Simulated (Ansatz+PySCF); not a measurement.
Two shapes of quartet H2Cl.

Shape 1:

```xyz
3

Cl    0.0000    0.0000    0.0000
H     1.6611    0.0000    0.9591
H    -1.6611    0.0000    0.9591
```

Shape 2:

```xyz
3

Cl    0.0000    0.0000    0.0000
H     1.7709    0.0000    1.0224
H    -1.7709    0.0000    1.0224
```

Basis set: 6-31G (spherical functions). Left uncorrelated: 5 orbitals. Correlation on ROHF uses semicanonical orbitals with singles. Charge 0, multiplicity 4.

Computed with Ansatz (development build ahead of 0.2.0); the reference of a correlated method needn't be the lowest determinant of its kind.

Which shape is lower in energy, and by how much in each method?

```
                            method  E(2) − E(1) (eV)
                         ROHF-CCSD            -0.472
                          UHF-CCSD            -0.472
                      ROHF-CCSD(T)            -0.471
                       UHF-CCSD(T)            -0.471
full CI (lowest root of this spin)            -0.471
```

Shape 2 is lower. Caution for ROHF-CCSD, UHF-CCSD, ROHF-CCSD(T), UHF-CCSD(T): the reference determinant was not shown to be the lowest.
